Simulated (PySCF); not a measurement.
Problem. Write a Z-matrix for `O=C1C=CC(=O)C=C1` as optimised with GFN2-xTB.

Solution. 
Z-matrix in Å and degrees, rows numbered from 1:
```
O 
C   1  1.2143
C   2  1.4766  1  122.18
C   3  1.3346  2  122.20  1   179.91
C   4  1.4766  3  122.19  2    -0.01
O   5  1.2143  4  122.20  3  -179.98
C   5  1.4765  4  115.60  3     0.06
C   7  1.3346  5  122.21  4    -0.02
H   3  1.0814  2  115.78  1    -0.08
H   4  1.0814  3  122.02  2   179.99
H   7  1.0813  5  115.76  4   179.96
H   8  1.0814  2  115.77  1     0.13
```

The 8 heavy atoms lie in one plane (0.001 Å rms). The 6-membered ring C2–C3–C4–C5–C7–C8 has internal angles of 115.6° to 122.2° (sum 720°, against 720° for a flat polygon); it is planar, 0.00 Å rms from its mean plane, widest ring torsion 0°. The C–C distances run from 1.335 Å (C7=C8, drawn double) to 1.477 Å (C2–C8, drawn single), a spread of 0.142 Å.

The geometry is computed with GFN2-xTB (gas phase).

Point group: D2h (tolerance 0.08 Å). GFN2-xTB frequencies: not computed here.
